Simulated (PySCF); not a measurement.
C3H3ClS.
SMILES: `CC(Cl)=C=S`

Method: EOM-IP-CCSD/aug-cc-pVDZ in PySCF, restricted Hartree–Fock reference, frozen core, non-relativistic, gas phase, PBE0-D3(BJ)/def2-SVP geometry.

Hartree–Fock orbital energies give these Koopmans values (eV): HOMO 8.73, HOMO-1 11.84, HOMO-2 12.79, HOMO-3 12.81, HOMO-4 14.21, HOMO-5 15.06, HOMO-6 16.42, HOMO-7 16.71.

What vertical ionisation energies does EOM-IP-CCSD give?

| leading hole (HF orbital) | Koopmans (eV) | EOM-IP-CCSD (eV) | change (eV) | one-hole share |
| --- | --- | --- | --- | --- |
| HOMO | 8.73 | 8.30 | -0.43 | 0.96 |
| HOMO-1 | 11.84 | 11.45 | -0.39 | 0.95 |
| HOMO-2 | 12.79 | 11.69 | -1.10 | 0.93 |
| HOMO-3 | 12.81 | 11.79 | -1.02 | 0.95 |
| HOMO-4 | 14.21 | 12.86 | -1.35 | 0.92 |
| HOMO-5 | 15.06 | 13.91 | -1.15 | 0.95 |
| HOMO-6 | 16.42 | 14.92 | -1.50 | 0.66 |
| HOMO-7 | 16.71 | 15.24 | -1.47 | 0.92 |

Does the order of the lines follow the orbital energies?

Yes, no two lines change places. The corrections run from -1.50 to -0.39 eV, with a mean of -1.05 eV over the 8 lines; no line lies above its Koopmans value. Koopmans values leave out both the relaxation of the orbitals and the change in correlation energy.

At what kinetic energies would He II light (40.81 eV) eject these electrons?

32.51 eV (HOMO), 29.36 eV (HOMO-1), 29.12 eV (HOMO-2), 29.02 eV (HOMO-3), 27.95 eV (HOMO-4), 26.90 eV (HOMO-5), 25.89 eV (HOMO-6), 25.57 eV (HOMO-7).

What total energy has the lowest final state, and which wavelength reaches it?

E(CCSD) + ionisation energy = -973.08142 + 0.30509 = -972.77633 Eh, at the geometry of the initial state. The threshold wavelength is 1239.84 eV nm/8.30 eV = 149.4 nm.

Lines less than 0.15 eV apart could change places at a higher level. One root was sought for each valence orbital with −ε under 21 eV, eight at most, so deeper holes and satellites are missing; no vibrational structure.
